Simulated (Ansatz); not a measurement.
Abridged output of a molecular run in Ansatz:

```
Functional definition: HF
  name "HF"
  cite "Fock, Z. Phys. 61, 126 (1930) doi:10.1007/BF01340294"
  parent pbe
  exchange = exact_x
  correlation = 0
1362 factors; integrals over basis functions are off by at most 8.8e-4 eV
mean field evaluation 1: about -6685.0749 eV, gradient 3.9e1 eV
mean field evaluation 2: about -6685.3740 eV, gradient 3.9e1 eV
mean field evaluation 4: about -6688.9171 eV, gradient 4.1e0 eV
mean field evaluation 8: about -6688.9728 eV, gradient 2.8e-1 eV
mean field -6688.97324093 eV, -245.8152326552 hartree, gradient 2.7e-6 eV, S^2 0.000000; 0 other end points of the search recorded, 0 dependent functions left out
5 core orbitals not correlated: weight in the atoms' cores, before any rotation towards them, 1.000 or more for the frozen orbitals, at most 0.000 for the correlated occupied ones
reference -6688.97324093 eV, -245.8152326552 hartree; 14, 14 occupied and 206, 206 virtual orbitals, 1362 factors
second order -25.27057097 eV of doubles, -0.00000000 eV of singles
cycle   1  -25.10072901 eV  change    1.7e-1 eV  update   1.0e-1
cycle   2  -25.68352427 eV  change   -5.8e-1 eV  update   3.2e-2
cycle   3  -25.81927897 eV  change   -1.4e-1 eV  update   1.5e-2
cycle   4  -25.80924532 eV  change    1.0e-2 eV  update   3.7e-3
cycle   5  -25.80927934 eV  change   -3.4e-5 eV  update   1.7e-3
cycle   6  -25.80989367 eV  change   -6.1e-4 eV  update   4.4e-4
cycle   7  -25.80958553 eV  change    3.1e-4 eV  update   1.8e-4
cycle   8  -25.80949598 eV  change    9.0e-5 eV  update   5.8e-5
cycle   9  -25.80949904 eV  change   -3.1e-6 eV  update   2.4e-5
perturbative correction -1.15294600 eV, -0.0423699839 hartree
Total energy: -6715.93568596 eV, -246.8060842344 hartree
```

Its atoms:

```xyz
10

N    -0.356   -1.743   -0.542
C    -0.122   -0.436   -0.201
C     0.605    0.622   -0.105
O     1.770    1.238   -0.364
C    -0.571    0.596    0.801
H     0.198   -2.068   -1.320
H    -1.333   -1.963   -0.668
H     1.704    2.147   -0.060
H    -0.444    0.394    1.874
H    -1.451    1.213    0.586
```

Problem. Which basis set was used?
A. cc-pV(Q+d)Z
B. def2-SVP
C. def2-TZVPP
D. def2-QZVPP

Solution. C. It gives 225 functions.

Problem. Write the keys of the input that set method, charge and spin (a neutral closed shell needs none for the last two).

Solution. 
```yaml
correlation: {method: ccsd_t}
```
